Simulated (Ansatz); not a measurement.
**C₂H₂F₃ radical: up Jacob's ladder to CCSD(T)**

Aim: compute C₂H₂F₃ radical with functionals from several rungs and with coupled cluster. The yardstick is the atomisation energy at the CCSD(T) limit.

Computed with Ansatz 0.2.0, Gaussian basis. Level: functionals in def2-TZVPP, the program's frozen cores in correlated methods.

Levels to be run: LDA (SPW92), PBE-D4, revPBE-D4, BLYP-D4, r2SCAN-D4, B97M-V, PBE0-D4, B3LYP-D4, r2SCANh-D4, r2SCAN0-D4, HSE06-D4, BHLYP-D4, CAM-B3LYP-D4, LC-ωPBE, ωB97X-V, ωB97M-V, B2PLYP, PBE-QIDH; CCSD(T)/def2-SVP; CCSD(T)/def2-TZVPP; MP2/def2-QZVPP; extrapolation to the limit; RPA on PBE.

### Step 1. Structure used throughout

The geometry comes from an earlier relaxation with PBE0-D4 in a triple-zeta def2 set; it is a stationary point, not always the lowest conformer.

SMILES `[CH2]C(F)(F)F`, 7 atoms, charge 0, spin multiplicity 2.

Atoms are counted from 1 here; the program's logs count them from 0.

Bond lengths: C1–C2 1.475 Å, C1–H6 1.079 Å, C1–H7 1.079 Å, C2–F3 1.348 Å, C2–F4 1.340 Å, C2–F5 1.340 Å. Angles: C2–C1–H6 119.0°, C2–C1–H7 119.0°, H6–C1–H7 121.5°, C1–C2–F3 112.0°, C1–C2–F4 111.7°, C1–C2–F5 111.7°, F3–C2–F4 106.7°, F3–C2–F5 106.7°, F4–C2–F5 107.7°.

Coordinates:

```xyz
7

C    -0.26430    0.82378    0.27391
C     0.19560   -0.50999   -0.15716
F    -0.75837   -1.17720   -0.83662
F     0.53433   -1.27911    0.88605
F     1.25978   -0.43001   -0.96716
H    -0.79127    0.91845    1.21119
H    -0.17575    1.65407   -0.41021
```

### Step 2. LDA

This LDA is Slater exchange with PW92 correlation.

in.yaml reads:

```yaml
crystal:
  periodic: [false, false, false]
  atoms:
    - {symbol: C, position_ang: [-0.264300, 0.823780, 0.273906]}
    - {symbol: C, position_ang: [0.195601, -0.509992, -0.157157]}
    - {symbol: F, position_ang: [-0.758369, -1.177197, -0.836616]}
    - {symbol: F, position_ang: [0.534330, -1.279111, 0.886047]}
    - {symbol: F, position_ang: [1.259777, -0.430011, -0.967161]}
    - {symbol: H, position_ang: [-0.791275, 0.918450, 1.211192]}
    - {symbol: H, position_ang: [-0.175754, 1.654072, -0.410211]}
basis:
  gaussian: {orbitals: def2-TZVPP}
magnetization: {spin_polarized: true, initial_magnetization: 1}
hamiltonian: {xc: lda}
output: {orbitals: {seedname: orbitals}}
```

The runs that follow: PBE-D4 (GGA); revPBE-D4 (GGA); BLYP-D4 (GGA); r2SCAN-D4 (meta-GGA); B97M-V (meta-GGA); PBE0-D4 (hybrid); B3LYP-D4 (hybrid); r2SCANh-D4 (hybrid); r2SCAN0-D4 (hybrid); HSE06-D4 (hybrid); BHLYP-D4 (hybrid); CAM-B3LYP-D4 (range-separated); LC-ωPBE (range-separated); ωB97X-V (range-separated); ωB97M-V (range-separated); B2PLYP (double hybrid); PBE-QIDH (double hybrid); CCSD(T) in def2-SVP; CCSD(T) in def2-TZVPP; MP2 in def2-QZVPP; RPA on PBE orbitals.

Q: Predict the results of all the runs planned. Wanted: atomisation energy, CCSD(T)/CBS; farthest beyond LDA; mean size of error, GGA; mean size of error, meta-GGA; mean size of error, hybrid; mean size of error, range-separated; mean size of error, double hybrid; gap, smallest and largest; T1 diagnostic.

The runs gave:

| quantity | value |
| --- | --- |
| atomisation energy, CCSD(T)/CBS | 2703.2 kJ/mol |
| functionals within 13.5 kJ/mol (0.5 %) | B97M-V, B3LYP-D4, PBE-QIDH |
| farthest beyond LDA | PBE-D4 (+131.4 kJ/mol) |
| mean size of error, GGA | 59.7 kJ/mol |
| mean size of error, meta-GGA | 30.0 kJ/mol |
| mean size of error, hybrid | 42.5 kJ/mol |
| mean size of error, range-separated | 28.0 kJ/mol |
| mean size of error, double hybrid | 11.0 kJ/mol |
| gap, smallest and largest | 1.68 eV (LDA (SPW92)), 10.79 eV (LC-ωPBE) |
| T1 diagnostic | 0.0123 |
| triples share of the correlation energy | 3.1 % |

**Reading.** LDA overbinds by 558.7 kJ/mol (21 %). PBE-D4 is off by +131.4 kJ/mol. Double hybrids carry the basis error of their MP2 part in triple zeta, and no dispersion term here, so their miss is partly the set-up's. Taken by rung, double hybrid functionals do best (11.0 kJ/mol on average) and GGA ones worst beyond LDA (59.7 kJ/mol). Misses under about 13.5 kJ/mol are within the doubt on the reference itself, which lacks core-valence correlation, relativity and higher excitations. Hartree-Fock recovers 71 % of the binding; the rest is correlation. CCSD(T) in def2-SVP is off by -118.8 kJ/mol, more than most functionals: a good method in a small basis is no reference. The gap grows from 1.7 to 10.8 eV across the functionals, mostly with the share of exact exchange.
